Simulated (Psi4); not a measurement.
**BH3 (borane): B3LYP/6-31G(d) (spherical functions)**

What is the energy change on altering one bond length of BH3 (borane) at B3LYP/6-31G* (spherical functions)? The job is set up through a Python script.

The results are computed with Psi4 1.11.

## (1) The structure to begin with

BH3 has 4 atoms, charge 0, and is taken as a singlet. SMILES: `B`. Geometry: relaxed at PBE0-D4/def2-TZVP.

Bond lengths: B1–H2 1.193 Å, B1–H3 1.193 Å, B1–H4 1.193 Å. Angles: H2–B1–H3 120.0°, H2–B1–H4 120.0°, H3–B1–H4 120.0°.

## (2) The energy at B3LYP/6-31G(d) (spherical functions)

The input, bh3.xyz:

```xyz
4
BH3
B      0.013900    -0.015100    -0.005100
H      0.982200     0.381700     0.568800
H     -0.276200    -1.171800     0.043000
H     -0.664400     0.744900    -0.626900
```

The input, calc.py:

```python
import psi4

psi4.set_memory(1600000000)
psi4.set_num_threads(1)
psi4.core.set_output_file('psi4.out', False)

with open('bh3.xyz') as f:
    atoms = ''.join(f.readlines()[2:])
m = psi4.geometry('0 1\n' + atoms + 'symmetry c1\nno_reorient\nno_com')

psi4.set_options({
    'basis': '6-31G*',
    'puream': True,
    'e_convergence': 1e-09,
    'd_convergence': 1e-08,
    'scf_type': 'pk',
    'dft_radial_points': 99,
    'dft_spherical_points': 590,
})

e, wfn = psi4.energy("B3LYP", return_wfn=True)
psi4.oeprop(wfn, "WIBERG_LOWDIN_INDICES", "MULLIKEN_CHARGES", "QUADRUPOLE")
print(f'B3LYP energy: {e:.10f} Eh')
for k, v in sorted(psi4.core.scalar_variables().items()):
    print(f'{k:45s} {v:18.10f}')
```

Run with:

```sh
python calc.py
```

psi4.out, shortened:

```text
[...]
  Running in c1 symmetry.
[...]
  Nuclear repulsion =    7.418838234776622
[...]
  Multiplicity = 1
[...]
  Nalpha       = 4
  Nbeta        = 4
[...]
    Number of basis functions: 20
[...]
   @RKS iter   1:   -26.58381469202289   -4.69997e-01   9.16836e-03 ADIIS/DIIS
[...]
   @RKS iter   7:   -26.61240799881627   -4.26326e-14   1.64999e-09 DIIS
[...]
    Orbital Energies [Eh]
    ---------------------
    Doubly Occupied:
       1A     -6.762382     2A     -0.512828     3A     -0.351567
       4A     -0.351557
[...]
  @RKS Final Energy:   -26.61240799881627
   => Energetics <=
    Nuclear Repulsion Energy =              7.4188382347766222
    One-Electron Energy =                 -49.0977239937247276
    Two-Electron Energy =                  19.2338694106851200
    DFT Exchange-Correlation Energy =      -4.1673916505532835
    Empirical Dispersion Energy =           0.0000000000000000
    VV10 Nonlocal Energy =                  0.0000000000000000
    Total Energy =                        -26.6124079988162698
[...]
 Multipole Moments:
 ------------------------------------------------------------------------------------
     Multipole            Electronic (a.u.)      Nuclear  (a.u.)        Total (a.u.)
 ------------------------------------------------------------------------------------
 L = 1.  Multiply by 2.5417464519 to convert [e a0] to [Debye]
 Dipole X            :         -0.2099214            0.2099486            0.0000272
 Dipole Y            :          0.2280768           -0.2280899           -0.0000132
 Dipole Z            :          0.0766567           -0.0767229           -0.0000662
 Magnitude           :                                                    0.0000728
 L = 2.  Multiply by 1.3450342976 to convert [e a0^2] to [Debye ang]
 Quadrupole XX       :        -11.5499476            5.2973057           -6.2526418
 Quadrupole XY       :         -0.8697887            0.7234831           -0.1463057
[...]
  Mulliken Charges: (a.u.)
   Center  Symbol    Alpha    Beta     Spin     Total
       1     B     2.50075  2.50075  0.00000 -0.00149
       2     H     0.49975  0.49975  0.00000  0.00049
       3     H     0.49975  0.49975  0.00000  0.00050
       4     H     0.49975  0.49975  0.00000  0.00050
   Total alpha =  4.00000, Total beta =  4.00000, Total charge = -0.00000
  Wiberg Bond Indices using Orthogonal Lowdin Orbitals:
[...]
```

The script printed:

```text
B3LYP energy: -26.6124079988 Eh
CURRENT ENERGY                                    -26.6124079988
CURRENT REFERENCE ENERGY                          -26.6124079988
DD SOLVATION ENERGY                                 0.0000000000
DFT FUNCTIONAL TOTAL ENERGY                       -26.6124079988
DFT TOTAL ENERGY                                  -26.6124079988
DFT VV10 ENERGY                                     0.0000000000
DFT XC ENERGY                                      -4.1673916506
GRID ELECTRONS ALPHA                                3.9999999929
GRID ELECTRONS BETA                                 3.9999999929
GRID ELECTRONS TOTAL                                7.9999999858
NUCLEAR REPULSION ENERGY                            7.4188382348
ONE-ELECTRON ENERGY                               -49.0977239937
PCM POLARIZATION ENERGY                             0.0000000000
PE ENERGY                                           0.0000000000
SCF ITERATION ENERGY                              -26.6124079988
SCF ITERATIONS                                      7.0000000000
SCF TOTAL ENERGY                                  -26.6124079988
TWO-ELECTRON ENERGY                                19.2338694107
XC GRID RADIAL POINTS                              99.0000000000
XC GRID SPHERICAL POINTS                          590.0000000000
XC GRID TOTAL POINTS                           224106.0000000000
```

It took 4.8 s on 1 thread of Intel Xeon Platinum 8488C (Sapphire Rapids), shared host; peak memory 0.35 GiB.

## (3) The distorted shape

The input, bh3.xyz:

```xyz
4
BH3
B      0.158940     0.563211    -0.029148
H      1.127240     0.960011     0.544752
H     -0.276200    -1.171800     0.043000
H     -0.519360     1.323211    -0.650948
```

The input, job.py:

```python
import psi4

psi4.set_memory(1600000000)
psi4.set_num_threads(1)
psi4.core.set_output_file('run.log', False)

with open('bh3.xyz') as f:
    atoms = ''.join(f.readlines()[2:])
molecule = psi4.geometry('0 1\n' + atoms + 'symmetry c1')

psi4.set_options({
    'basis': '6-31G*',
    'puream': True,
    'e_convergence': 1e-09,
    'd_convergence': 1e-08,
    'scf_type': 'pk',
    'dft_radial_points': 99,
    'dft_spherical_points': 590,
})

energy_value, wavefunction = psi4.energy('b3lyp', return_wfn=True)
print(f'b3lyp energy: {energy_value:.10f} Eh')
```

Run with:

```sh
python job.py
```

run.log, shortened:

```text
[...]
  Running in c1 symmetry.
[...]
  Nuclear repulsion =    6.574802654376959
[...]
  Multiplicity = 1
[...]
  Nalpha       = 4
  Nbeta        = 4
[...]
    Number of basis functions: 20
[...]
   @RKS iter   1:   -26.52385913187612   -5.15052e-01   7.50893e-03 DIIS/ADIIS
[...]
   @RKS iter   8:   -26.54397347412295   -2.47624e-12   4.29763e-09 DIIS
[...]
    Orbital Energies [Eh]
    ---------------------
    Doubly Occupied:
       1A     -6.816535     2A     -0.509591     3A     -0.370769
       4A     -0.292464
[...]
  @RKS Final Energy:   -26.54397347412295
   => Energetics <=
    Nuclear Repulsion Energy =              6.5748026543769589
    One-Electron Energy =                 -47.3179023818279560
    Two-Electron Energy =                  18.2704992865171860
    DFT Exchange-Correlation Energy =      -4.0713730331891371
    Empirical Dispersion Energy =           0.0000000000000000
    VV10 Nonlocal Energy =                  0.0000000000000000
    Total Energy =                        -26.5439734741229465
[...]
 Multipole Moments:
 ------------------------------------------------------------------------------------
     Multipole            Electronic (a.u.)      Nuclear  (a.u.)        Total (a.u.)
 ------------------------------------------------------------------------------------
 L = 1.  Multiply by 2.5417464519 to convert [e a0] to [Debye]
 Dipole X            :          0.2050164           -0.1166889            0.0883275
 Dipole Y            :          0.8169801           -0.4648672            0.3521129
 Dipole Z            :         -0.0341847            0.0194948           -0.0146899
 Magnitude           :                                                    0.3633194
[...]
```

Standard output:

```text
b3lyp energy: -26.5439734741 Eh
```

It took 4.5 s on 1 thread of Intel Xeon Platinum 8488C (Sapphire Rapids), shared host; peak memory 0.35 GiB.

## (4) Summary of results

At B3LYP/6-31G* (spherical functions):

```
                                                         quantity         value
                                        first shape: total energy  -26.61241 Eh
                                       first shape: dipole moment        0.00 D
                                         first shape: HOMO energy      -9.57 eV
                                         first shape: LUMO energy      -1.78 eV
                                       first shape: HOMO–LUMO gap       7.78 eV
                                    distorted shape: total energy  -26.54397 Eh
                                   distorted shape: dipole moment        0.92 D
                                     distorted shape: HOMO energy      -7.96 eV
                                     distorted shape: LUMO energy      -2.11 eV
                                   distorted shape: HOMO–LUMO gap       5.85 eV
energy change with the B1–H3 bond stretched from 1.193 to 1.790 Å      1.862 eV
```

With the B1–H3 bond stretched from 1.193 to 1.790 Å the energy rises by 1.86 eV (180 kJ/mol). The first shape isn't relaxed at this level, so the change isn't measured from a minimum.
